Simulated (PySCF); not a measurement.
Methylcyclopropane, C4H8.
Numbering: `[CH3:1][CH:2]1[CH2:3][CH2:4]1` (hydrogens: H5, H6, H7 on C1; H8 on C2; H9, H10 on C3; H11, H12 on C4)

Computed with PBE0-D3(BJ)/def2-TZVP geometry optimisation, gas phase (PySCF 2.14.0).

Task: Give the optimised bond lengths and angles.

Result: 
| bond | length (Å) |
| --- | --- |
| C1–C2 | 1.501 |
| C2–C3, C2–C4 | 1.497 |
| C3–C4 | 1.500 |
| C1–H5, C1–H6, C1–H7 | 1.093 |
| C2–H8 | 1.086 |
| C3–H9, C4–H11 | 1.083 |
| C3–H10, C4–H12 | 1.084 |

Bonds in one row agree within 0.01 Å and their mean is given. A selection of angles:
| angle | degrees |
| --- | --- |
| C2–C1–H5 | 111.4 |
| H5–C1–H6 | 107.6 |
| C1–C2–C3 | 120.0 |
| C1–C2–H8 | 114.8 |
| C3–C2–C4 | 60.2 |
| C3–C2–H8 | 115.5 |
| C2–C3–C4 | 59.9 |
| C2–C3–H9 | 118.7 |
| C2–C3–H10 | 117.4 |
| C4–C3–H9 | 118.2 |
| C4–C3–H10 | 117.7 |
| H9–C3–H10 | 114.3 |

Dihedral angles: C1–C2–C3–C4 110° (anticlinal); C1–C2–C4–C3 -109° (anticlinal). The mirror-image conformer, all signs reversed, is as good.

Of the pairs four or more bonds apart, H6···H12 is among the closest relative to their van der Waals radii: 2.52 Å, 105 % of the sum of Bondi's values. The 3-membered ring C2–C3–C4 has internal angles of 59.9° to 60.2°.

Point group: near Cs, missed by 0.08 Å at most; the miss may be what the optimiser left on a soft mode. Not checked by PBE0-D3(BJ)/def2-TZVP frequencies.
